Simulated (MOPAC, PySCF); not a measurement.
COS, SMILES `C(=S)=O`, neutral singlet in the gas phase. 

Cartesian coordinates (Å):
```xyz
3

O     -1.2911     0.0000     0.0000
C     -0.1355     0.0000     0.0000
S      1.4266     0.0000     0.0000
```
Charge 0, multiplicity 1.

All levels are single points at this geometry (B3LYP-D3(BJ)/def2-TZVP); Pople sets use spherical d functions. Orbital energies aren't observables, and empty levels follow the basis.

| level | HOMO (eV) | LUMO (eV) | gap (eV) | dipole (D) | vertical IE, Delta-SCF (eV) |
|---|---|---|---|---|---|
| B3LYP-D3(BJ)/def2-TZVP in PySCF | -8.41 | -1.10 | 7.32 | 0.76 | 11.29 |
| PBE/6-31G* in PySCF | -7.32 | -1.55 | 5.77 | 0.32 | 11.18 |
| SVWN5/6-31G* in PySCF | -7.46 | -1.75 | 5.71 | 0.41 | – |
| HF/3-21G in PySCF | -11.35 | 3.30 | 14.65 | 0.06 | – |
| HF/6-31G* in PySCF | -11.39 | 3.34 | 14.73 | 0.45 | – |
| PM6 in MOPAC | -10.37 | -0.58 | 9.79 | 0.42 | – |
